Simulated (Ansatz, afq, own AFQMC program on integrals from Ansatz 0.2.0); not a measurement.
SiH, doublet in cc-pVTZ, levels against full CI

| atom | x (Å) | y (Å) | z (Å) |
| --- | --- | --- | --- |
| Si | 0.0000 | 0.0000 | 0.0000 |
| H | 0.0000 | 0.0000 | 3.3870 |

Basis cc-pVTZ. Only valence electrons are correlated. AFQMC by an in-house program on the Cholesky factors that Ansatz 0.2.0 writes for its CCSD(T) run. ph-AFQMC/CISD is guided by a CISD state made of CCSD amplitudes; releasing the constraint for a short imaginary time cuts its bias at the price of noise, slowly where states lie close. Error bars are statistical, one sigma.

Determinant: ROHF, the one that the program's search chose, which needn't be the lowest solution. The geometry is a point of a scan.

Full CI on the same integrals is exact in this basis and with this determinant's frozen core.

Cautions: a spin-contaminated unrestricted determinant lies lower (UHF 2.43 eV lower, ⟨S²⟩ 1.73); the search met a lower determinant of the same kind, perhaps of another symmetry (715 meV lower); strong correlation (T1 0.279, weight of the determinant 0.44, largest double 0.32); the CCSD(T) amplitudes may be one of several solutions (largest double 0.32); the CCSDT(Q) amplitudes may be one of several solutions (largest double 0.61); the CCSDTQ amplitudes may be one of several solutions (largest double 0.62); the released energies are still falling, so no released level is given (meV from the phaseless value at times in 1/Eh: -9 ± 5 at 0.24, -19 ± 4 at 0.51, -22 ± 9 at 0.99, -45 ± 6 at 1.62, -61 ± 7 at 2.40); the ph-AFQMC/CISD walk drifts between its halves (2.1 errors); the next higher spin lies close (full CI puts it 119 meV above).

```
T1 diagnostic                               : 0.2787
weight of the determinant in the CISD state : 0.442
size of the correlated space                : 5 electrons in 43 orbitals
```

Reference: full CI, correlation energy -4.645 eV. The cautions show a poor starting determinant, so the rows tell how each method copes with it here, and full CI is the sure value.

| level | E − E(reference) (mEh) | share of correlation (%) |
| --- | --- | --- |
| HF | 170.68 | 0.00 |
| MP2 | 69.96 | 59.01 |
| CCSD | 9.31 | 94.55 |
| CCSD(T) | 0.43 | 99.75 |
| CCSDT | 0.80 | 99.53 |
| CCSDT(Q) | -0.29 | 100.17 |
| CCSDTQ | 0.01 | 100.00 |
| ph-AFQMC/HF | 37.24 ± 1.72 | 78.18 |
| ph-AFQMC/CISD | 3.78 ± 0.21 | 97.78 |

CCSDT and higher add their correlation energy to the determinant of the CCSD(T) run, since their own runs factorise the integrals more tightly (a shift of under 2 meV).
